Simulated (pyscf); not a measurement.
Thermochemistry of product channels of O=V(Cl)(Cl)–Cl (SMILES [O]=[V]([Cl])([Cl])[Cl]) + H• (SMILES [H]) on the doublet surface, in kJ/mol, from ωB97M-D3(BJ)/def2-TZVP energies (ideal gas, 1 atm, RRHO with modes under 100 cm⁻¹ raised to 100, one conformer, R ln 2 for chiral ones without a mode under 150 cm⁻¹). Optimised with ωB97X-D3(BJ)/def2-SVP in PySCF.

| products | ΔE | ΔH(298 K) | ΔG(600 K) | ΔG(900 K) |
|---|---|---|---|---|
| O=VH(Cl)–Cl (SMILES [O]=[VH]([Cl])[Cl]) + Cl• (SMILES [Cl]) | +94.8 | +105.8 | +90.2 | +84.4 |
| [O=V(Cl)–Cl]• (SMILES [O]=[V]([Cl])[Cl]) + HCl (SMILES Cl) | -157.3 | -146.0 | -178.9 | -192.4 |

These are energies of the channels, which say nothing of barriers. Left out: orbital degeneracy and the spin-orbit lowering of Cl. Open-shell species with a d-block atom are single-reference here; other states, and whether the spin sits on metal or ligand, were not checked.
